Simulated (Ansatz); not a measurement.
Born–Oppenheimer molecular dynamics of CH₆BCl (9 atoms, charge 0, multiplicity 1). It starts at the highest image of a converged band, a first-order saddle point between two minima.

Theory: Ansatz, RKS revPBE-D4/def2-SVP.

| Property | Result |
| --- | --- |
| ensemble | NVE (velocity Verlet) |
| time step | 0.5 fs |
| steps asked | 200 |
| starting velocities drawn for | 300 K |
| seed | 4835 |

First frame:

```xyz
9
Properties=species:S:1:pos:R:3
B 0.050 0.155 0.065
H 0.120 -0.234 1.292
C 1.390 0.005 -0.748
H 1.530 -1.074 -0.986
H 1.340 0.543 -1.717
H 2.292 0.344 -0.200
H -1.068 -0.029 -0.366
Cl -0.085 2.274 0.794
H 0.044 0.938 1.395
```

(1) How far do the bonds stretch over the last three quarters of this one trajectory? (Pairs bonded in most of those frames.)

Answers

(1) 
| bond | mean (Å) | spread (Å) | shortest | longest |
| --- | --- | --- | --- | --- |
| B1–C3 | 1.563 | 0.037 | 1.49 | 1.63 |
| B1–H7 | 1.231 | 0.058 | 1.14 | 1.31 |
| B1–Cl8 | 1.764 | 0.076 | 1.66 | 1.88 |
| H2–H9 | 0.771 | 0.029 | 0.73 | 0.81 |
| C3–H4 | 1.117 | 0.010 | 1.10 | 1.13 |
| C3–H5 | 1.115 | 0.010 | 1.10 | 1.14 |
| C3–H6 | 1.109 | 0.006 | 1.10 | 1.12 |

Mean temperature of the second half: 1101 K. The conserved energy stayed within 0.2 meV per atom of its start (net change 0.0067 meV per atom), so the integration is sound. The kinetic energy rose, since the run started high on the potential surface and went downhill. It ends in pieces (CH4BCl + H2), so much of that is their flight and rotation, not heat. A run of 0.1 ps of so small a system gives no equilibrium averages. The orbitals stay closed-shell, which can raise the energy where a bond breaks towards radicals; this wasn't checked here.

Run time: 5.8 min on 1 thread of Arm Neoverse V1, on a shared host, peak memory 0.14 GiB.
